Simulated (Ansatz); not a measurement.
## Ansatz (development build ahead of 0.2.0) run

```yaml
crystal:
  periodic: [false, false, false]
  atoms:
    - { symbol: C, position_ang: [-0.0163, 0.00311, 0.00145] }
    - { symbol: H, position_ang: [0.40567, 0.91642, -0.41725] }
    - { symbol: H, position_ang: [-0.29024, -0.67434, -0.80697] }
    - { symbol: H, position_ang: [-0.90251, 0.24743, 0.58666] }
    - { symbol: H, position_ang: [0.72188, -0.47708, 0.64335] }
basis:
  gaussian: { orbitals: def2-SVP }
magnetization:
  spin_polarized: true
  initial_magnetization: 2
hamiltonian:
  xc: pbe0
output:
  forces: true
```

The input is written out in the form of the current development build from the run's settings.

The run gave:

```
Converged                       : yes
Total energy                    : -40.02201 hartree
Spin squared of the determinant : 2.003
Stability test                  : minimum
```

Forces (eV/Å):
```json
{"atom": "C1", "Fx": "-8.257", "Fy": "5.371", "Fz": "-7.179"}
{"atom": "H2", "Fx": "1.616", "Fy": "0.648", "Fz": "0.282"}
{"atom": "H3", "Fx": "0.621", "Fy": "-1.628", "Fz": "-0.276"}
{"atom": "H4", "Fx": "-0.255", "Fy": "-0.309", "Fz": "1.718"}
{"atom": "H5", "Fx": "6.274", "Fy": "-4.081", "Fz": "5.456"}
```

Caution: another spin multiplicity may lie lower; the determinant breaks the point group.
